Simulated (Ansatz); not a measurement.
Bond stretch in SMILES S (H2S). The S1–H3 bond (S1 also carries H; H3 carries nothing else) is pulled apart rigidly from the PBE0/def2-TZVP optimised geometry.

Computed with CCSD(T) on UHF/cc-pVDZ, frozen core (Ansatz, a first-principles code).

The batch members p0 to p11 hold the bond at 0.99, 1.08, 1.14, 1.20, 1.28, 1.30, 1.34, 1.37, 1.43, 1.47, 1.53, 1.65 Å.

Ansatz input:

Ansatz 0.2 input:
```yaml
# input.yaml
basis:
  gaussian: { orbitals: cc-pvdz }
correlation:
  method: ccsd_t
  electrons: outside_noble_gas
scf:
  omitted_lower_state_checks: [cluster_reference, increment]
batch:
  members: [p0.yaml, p1.yaml, p2.yaml, p3.yaml, p4.yaml, p5.yaml, p6.yaml, p7.yaml, p8.yaml, p9.yaml, p10.yaml, p11.yaml]

# p6.yaml, one of the 12 members of this batch
crystal:
  periodic: [false, false, false]
  atoms:
    - { symbol: S, position_ang: [0.0, 0.0, 0.0] }
    - { symbol: H, position_ang: [0.0, 1.34023526, -0.05431098] }
    - { symbol: H, position_ang: [0.0, 0.0, 1.34] }
total_charge: 0
magnetization:
  spin_polarized: true
```

Lines of the output on each member:

```
Member 0: Total energy: -10850.13360327 eV, -398.7350554355 hartree
Member 0: Checks for a lower state left out: cluster_reference, increment
Member 6: Total energy: -10853.66956116 eV, -398.8649994913 hartree
Member 6: Checks for a lower state left out: cluster_reference, increment
Member 7: Total energy: -10853.66785184 eV, -398.8649366747 hartree
Member 7: Checks for a lower state left out: cluster_reference, increment
Member 5: Total energy: -10853.63075494 eV, -398.8635733889 hartree
Member 5: Checks for a lower state left out: cluster_reference, increment
Member 1: Total energy: -10852.00594486 eV, -398.8038627199 hartree
Member 1: Checks for a lower state left out: cluster_reference, increment
Member 4: Total energy: -10853.59082102 eV, -398.8621058445 hartree
Member 4: Checks for a lower state left out: cluster_reference, increment
Member 3: Total energy: -10853.25762826 eV, -398.8498612365 hartree
Member 3: Checks for a lower state left out: cluster_reference, increment
Member 2: Total energy: -10852.77079555 eV, -398.8319704643 hartree
Member 2: Checks for a lower state left out: cluster_reference, increment
Member 8: Total energy: -10853.60134986 eV, -398.8624927721 hartree
Member 8: Checks for a lower state left out: cluster_reference, increment
Member 10: Total energy: -10853.35829161 eV, -398.8535605462 hartree
Member 10: Checks for a lower state left out: cluster_reference, increment
Member 9: Total energy: -10853.52022534 eV, -398.8595115011 hartree
Member 9: Checks for a lower state left out: cluster_reference, increment
Member 11: Total energy: -10852.94433794 eV, -398.8383480293 hartree
Member 11: Checks for a lower state left out: cluster_reference, increment
```

The unrestricted determinant behind UCCSD(T) is spin-contaminated at 1.82 to 4.69 Å (<S²> up to 1.0, against 0.00 for a pure singlet).
